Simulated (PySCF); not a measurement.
Structure with atom numbers: `[CH:1]#[C:2][C:3]([F:4])([F:5])[F:6]`. Each H is labelled by its parent atom.

GIAO PBE0/pcSseg-1 shifts (PySCF 2.14.0 with density-fitted response routines, gas phase, non-relativistic, equivalent atoms averaged), each against references optimised in the same way as the molecule (TMS, CFCl3).

On the GFN2-xTB geometry: C3 122.8, C1 84.2, C2 75.4, F4/F5/F6 -63.1, H(C1) 2.29 ppm.

Problem. What changes on the PBE0-D3(BJ)/def2-SVP geometry?

Solution. 
| atoms | δ (ppm) | change |
| --- | --- | --- |
| C3 | 118.4 | -4.4 |
| C1 | 81.3 | -2.9 |
| C2 | 74.7 | -0.7 |
| F4/F5/F6 | -63.6 | -0.5 |
| H(C1) | 2.61 | +0.32 |

Unscaled 19F shifts against computed CFCl3 carry errors that often reach 10 to 50 ppm.

Bonds between heavy atoms that differ most (equivalent bonds averaged): C2–C3 1.458 → 1.469 Å, C1–C2 1.196 → 1.207 Å, C3–F4 1.341 → 1.331 Å. Mean change of bonds to hydrogen: C–H +0.025 Å.
